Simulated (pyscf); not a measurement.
This saddle point was located with ωB97X-D3(BJ)/def2-SVP in PySCF.

```xyz
6

O     -0.3794     0.0151     1.4662
Zr    -1.1990    -0.3790     0.0092
Cl    -0.6276    -2.7188    -0.8595
Cl    -3.4497     0.3606     0.0184
Cl     0.2427    -0.0502    -2.0811
H     -0.0228    -1.5600    -1.7318
```

Surface: singlet, charge 0. Lowest wavenumbers (cm⁻¹): 523i, 60, 77, 124, 176.

### Question
Name the species on either side of this saddle.

### Answer
O=Zr(Cl)–Cl + HCl ⇌ O=Zr(Cl)–Cl + HCl, a four-centre exchange read from left to right: Cl–Zr, Cl–H broken and Cl–Zr, Cl–H formed. At ωB97M-D3(BJ)/def2-TZVP it lies -55.5 kJ/mol from the left side and -55.5 kJ/mol from the right (each side as separated species at their lowest minima found). On the reactant side the descent ends in an adduct with a Cl–Zr contact, 89.5 kJ/mol under the separated species and 13.3 kJ/mol under the saddle at ωB97X-D3(BJ)/def2-TZVP. On the product side the descent ends in an adduct with a Cl–Zr contact, 89.4 kJ/mol under the separated species and 13.2 kJ/mol under the saddle at ωB97X-D3(BJ)/def2-TZVP. At ωB97M-D3(BJ) the saddle lies under the separated reactants, which points to a path from their complex (located at ωB97X-D3(BJ) alone). At ωB97M-D3(BJ) the saddle lies under the separated products, which points to a path from their complex (located at ωB97X-D3(BJ) alone). What is counted as formed (Cl–Zr) is already present as a longer contact in the reactant adduct; forming that adduct is a step of its own. What is counted as broken (Cl–Zr) persists as a longer contact in the product adduct; parting that adduct is a step of its own. At ωB97X-D3(BJ) the barrier from the zero used here is -76.2 kJ/mol. This is the saddle that the search found; another between the same sides may lie lower. Elements past Kr carry the def2 core potentials, without spin-orbit coupling.
